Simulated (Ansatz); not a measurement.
Two isomers of C4H5F: A = `C=C=C(C)F`, B = `CC1=C(F)C1`.

Computed with Ansatz on PBE0-D4/def2-TZVP structures; ΔE is electronic, products minus reactants. CCSD(T)/CBS is the MP2 limit (def2-TZVPP, def2-QZVPP) plus CCSD(T) − MP2 in def2-TZVPP, frozen cores. Functionals use def2-TZVPP.

A:

```xyz
10

C    -1.395   -0.377   -1.547
C    -0.745    0.044   -0.504
C    -0.065    0.444    0.532
C     1.282   -0.009    0.956
F    -0.590    1.377    1.359
H    -2.068   -1.228   -1.491
H    -1.296    0.111   -2.514
H     1.974    0.837    0.984
H     1.666   -0.758    0.265
H     1.237   -0.440    1.960
```

B:

```xyz
10

C    -0.1669   -1.4928    0.0295
C    -0.1804   -0.0290   -0.0449
C    -0.6858    1.1325   -0.2314
F    -1.7330    1.8633   -0.5370
C     0.7262    1.2158    0.1281
H     0.1257   -1.8257    1.0295
H     0.5600   -1.9081   -0.6745
H    -1.1491   -1.9083   -0.2008
H     1.4794    1.4331   -0.6337
H     1.0238    1.5193    1.1352
```

Which isomer does CCSD(T)/CBS put lower? Give the gap. (Estimate.)

Ansatz gave: A, by 91.2 kJ/mol.

Give E(B) − E(A) in kJ/mol with CCSD/def2-TZVPP, B2PLYP, MP2/def2-TZVPP, PBE0-D4, CCSD(T)/def2-TZVPP, HF/def2-TZVPP, CCSD(T)/def2-SVP. (Best estimate.)

The calculation gave: CCSD/def2-TZVPP 90.9, B2PLYP 93.9, MP2/def2-TZVPP 75.5, PBE0-D4 76.9, CCSD(T)/def2-TZVPP 90.8, HF/def2-TZVPP 102.5, CCSD(T)/def2-SVP 79.2. None reverses the order clearly.

Does the order hold for the free energy at 298.15 K (harmonic terms from PBE0-D4)? (An estimate is asked.)

The calculation gave: Yes: G(B) − G(A) = +94.0 kJ/mol.

Largest T1 diagnostic: 0.012.

From PBE to PBE0 (25 % exact exchange), in def2-TZVPP and without D4, E(B) − E(A) moves by −5.4 kJ/mol. At CCSD(T), def2-SVP lies −12.0 kJ/mol from the extrapolated value and def2-TZVPP −0.4 kJ/mol.
